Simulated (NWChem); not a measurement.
System: N, quartet

All runs: NWChem. Spin-unrestricted. Medium grid unless said otherwise, to which SCAN and Minnesota functionals are sensitive. No stability test was run on the SCF state. B3LYP is NWChem's, with the RPA form of VWN correlation. Total energies of different functionals are on different scales.

```csv
level,energy (Ha),highest occupied level (eV),"lowest empty minus highest occupied level, either spin (eV)",<S²>
B3LYP/def2-SVP,-54.5378,-9.51,6.96,3.75
PBE/def2-SVP,-54.4666,-7.95,4.35,3.75
MN15-L/def2-SVP,-54.4807,___,___,3.75
PW6B95/def2-SVP,-54.6046,-10.07,8.19,3.75
B97-D/def2-SVP,-54.5065,-8.02,4.40,3.76
M06/def2-SVP,-54.5120,-9.93,7.98,3.75
r2SCAN0/def2-SVP,-54.5160,-10.56,9.28,3.75
"LC-wPBE (HJS exchange hole, range parameter 0.4 per bohr)/def2-SVP",-54.4970,-13.06,14.01,3.75
```

Problem. What belongs in the gaps?

Solution. 
- MN15-L/def2-SVP, highest occupied level (eV): -8.72
- MN15-L/def2-SVP, lowest empty minus highest occupied level, either spin (eV): 6.00
